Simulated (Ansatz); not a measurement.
C₆H₁₂, SMILES `CC(C)=C(C)C`. Charge 0, multiplicity 1. Geometry: relaxed with PBE0-D4/def2-TZVP.

```xyz
18

C    -0.930    1.681    0.209
C     0.001    0.522    0.419
C     0.938    0.566    1.593
C    -0.003   -0.523   -0.418
C     0.930   -1.682   -0.209
C    -0.938   -0.566   -1.592
H    -0.810    2.440    0.984
H    -1.980    1.366    0.216
H    -0.762    2.168   -0.758
H     1.986    0.504    1.278
H     0.772   -0.274    2.277
H     0.820    1.486    2.167
H     1.979   -1.368   -0.238
H     0.777   -2.155    0.767
H     0.795   -2.449   -0.972
H    -0.827   -1.490   -2.162
H    -0.764    0.268   -2.281
H    -1.986   -0.494   -1.281
```

(1) What is the dipole moment at B3LYP/def2-TZVPP? (An estimate is asked.)

(2) Give the Mulliken charges with B3LYP, r2SCAN, PBE in def2-TZVPP. (Estimate.)

Answers

(1) Computed: 0.00 D, zero by symmetry or nearly so.

(2) The calculation gave: 
| atom | B3LYP | r2SCAN | PBE |
| --- | --- | --- | --- |
| C1 | -0.25 | -0.15 | -0.23 |
| C2 | 0.00 | 0.01 | -0.01 |
| C3 | -0.25 | -0.15 | -0.23 |
| C4 | 0.00 | 0.01 | -0.01 |
| C5 | -0.25 | -0.15 | -0.23 |
| C6 | -0.25 | -0.15 | -0.23 |
| H7 | 0.07 | 0.04 | 0.07 |
| H8 | 0.09 | 0.05 | 0.08 |
| H9 | 0.09 | 0.05 | 0.08 |
| H10 | 0.09 | 0.05 | 0.08 |
| H11 | 0.09 | 0.05 | 0.08 |
| H12 | 0.07 | 0.04 | 0.07 |
| H13 | 0.09 | 0.05 | 0.08 |
| H14 | 0.09 | 0.05 | 0.08 |
| H15 | 0.07 | 0.04 | 0.07 |
| H16 | 0.07 | 0.04 | 0.07 |
| H17 | 0.09 | 0.05 | 0.08 |
| H18 | 0.09 | 0.05 | 0.08 |

B3LYP here is the variant with VWN-RPA as its local correlation; programs differ in this.
